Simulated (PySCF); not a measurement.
# Telling isomers of C6H10 apart by NMR

[PySCF 2.14: shielding tensors at PBE0/pcSseg-1 (GIAO); GFN2-xTB structure; no solvent model; no relativistic terms; equivalent nuclei averaged; one computed conformer]

Chemical shifts δ = σref − σ; TMS for 1H (σref 31.72), 13C (σref 186.93), all at this level. Where no couplings were computed, multiplicities follow the n + 1 count of equivalent neighbours, and m marks all less simple cases (inequivalent or close neighbours, rings, F or P nearby). Shifts are as computed. Against solution values, carbons near 30 ppm lie about +3 ppm off and those near 130 ppm about +5 ppm. Of 1211 compounds with measured shifts, 218 miss one by over three times the rms of a fit or turn the order of signals round; such compounds aren't used in these exercises.

(1) Tabulate the signals of `C1C[C@H]2C[C@@H]1C2`, `C=C(C)/C=C\C` and their relative energies.

(2) What is the quickest way to tell C1C[C@H]2C[C@@H]1C2 from C=C(C)/C=C\C?

Results:

(1) 
```json
{"SMILES": "C1C[C@H]2C[C@@H]1C2", "carbon types": "2×CH 4×CH2", "δC": "40.8, 40.0, 29.5", "δH": "2.41 (m, 2H), 1.66 (m, 4H), 1.59 (m, 2H), 0.79 (m, 2H)", "E rel. (kcal/mol)": "0.0"}
{"SMILES": "C=C(C)/C=C\\C", "carbon types": "1×C 2×CH 1×CH2 2×CH3", "δC": "151.6, 140.8, 132.3, 124.9, 25.4, 17.1", "δH": "6.24 (d, 1H), 5.82 (m, 1H), 5.22 (m, 1H), 5.12 (m, 1H), 2.18 (s, 3H), 2.08 (d, 3H)", "E rel. (kcal/mol)": "7.5"}
```

Energies are electronic energies at PBE0/pcSseg-1 on these geometries, without zero-point or thermal terms, each for the one conformer computed, which needn't be the lowest.

(2) Count the carbon signals: 3 against 6. The first has an sp3 CH in a ring at 40.8 ppm, the second a fully substituted alkene carbon (C) at 151.6 ppm. In the proton spectra the most deshielded non-exchanging signals are 2.41 (m, 2H) and 6.24 (d, 1H).
